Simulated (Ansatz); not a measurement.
**BH₂O+ (triplet): the correlation ladder, def2-QZVPP**

One table from this session's results is given with a row withheld; the runs are named, their logs left out.

Computed with Ansatz 0.2.0, Gaussian basis. Level: def2-QZVPP, core rule «outside noble gas», up to 2 orbitals frozen.

To be run: UHF; ROHF; CCSD(T) on UHF.

2 further runs of the same task are left out: 2 set aside as unsound or not needed.

**The geometry**

The geometry is a PBE0/def2-TZVP stationary point (not a proven minimum) of the parent state, kept for this charge and spin.

4 atoms, charge 1, spin multiplicity 3.

Atoms are counted from 1 here; the program's logs count them from 0.

Bond lengths: B1–O2 1.333 Å, B1–H3 1.201 Å, O2–H4 0.961 Å. Angles: O2–B1–H3 121.0°, B1–O2–H4 114.7°.

As a file:

```
B     0.0000   -0.2384    0.7416
O     0.0000    0.1607   -0.5303
H     0.0000    0.5590    1.6392
H     0.0000   -0.5526   -1.1750
```

Set-up of the first run:

Input file in.yaml:

```yaml
crystal:
  periodic: [false, false, false]
  atoms:
    - {symbol: B, position_ang: [0.000000, -0.238444, 0.741561]}
    - {symbol: O, position_ang: [0.000000, 0.160716, -0.530327]}
    - {symbol: H, position_ang: [0.000000, 0.558957, 1.639208]}
    - {symbol: H, position_ang: [0.000000, -0.552553, -1.174989]}
basis:
  gaussian: {orbitals: "def2-QZVPP.json"}
total_charge: 1
magnetization: {spin_polarized: true, initial_magnetization: 2}
hamiltonian: {xc: hf}
output: {orbitals: {seedname: orbitals}}
```

Launch:

```sh
ansatz run in.yaml --threads 1 --pin off --events-out ev --progress --plain --max-ram 2393MiB
```

Among the steps run: UHF; ROHF; CCSD(T) on UHF.

One of the session's tables, all rows but one given; the rest of the session is left out.

| method | from UCCSD(T) (kJ/mol) |
| --- | --- |
| ROHF | +794.3 |
| UHF | +779.9 |
| UMP2 | ? |
| UCCSD | +20.2 |
| UCCSD(T) | 0 |

**Question.** Estimate the row for UMP2.

**Answer.** from UCCSD(T) (kJ/mol): +80.4. In the column «from UCCSD(T) (kJ/mol)» it lies between UCCSD (+20.2) and UHF (+779.9).
